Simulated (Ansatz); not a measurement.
For antiferromagnetic bcc Cr, PBE-D4 (Ansatz, an electronic-structure program, plane waves, PAW) gives:

| Property | Result |
|---|---|
| lattice parameter a | 2.835 Å |
| magnetic moment | 0.70 μB |

Q: What does r²SCAN+rVV10 (PAW; Ansatz) give for the same quantities?

A: 
- lattice constant a: 2.944 Å (increases by 3.8 %)
- magnetic moment: 2.42 μB (rises by 1.72 μB)

For comparison: lattice constant a 2.877 Å (measured, corrected for temperature and zero-point phonon effects; as tabulated in Levämäki et al. (2014), arXiv:1402.3671).

Changes are worked out from the printed values.

Unless a cell is named, each level is at its own relaxed cell (PBE-D4 11.39, r²SCAN+rVV10 12.75 Å³/atom).

Spin-polarised runs: PBE-D4 (opposed moments), r²SCAN+rVV10 (opposed moments).

Caveats: the commensurate order stands in for chromium's spin-density wave (PBE-D4, r²SCAN+rVV10). Ansatz's density-functional and Hartree–Fock values are scalar-relativistic unless marked +SOC, with PAW data made under PBE.
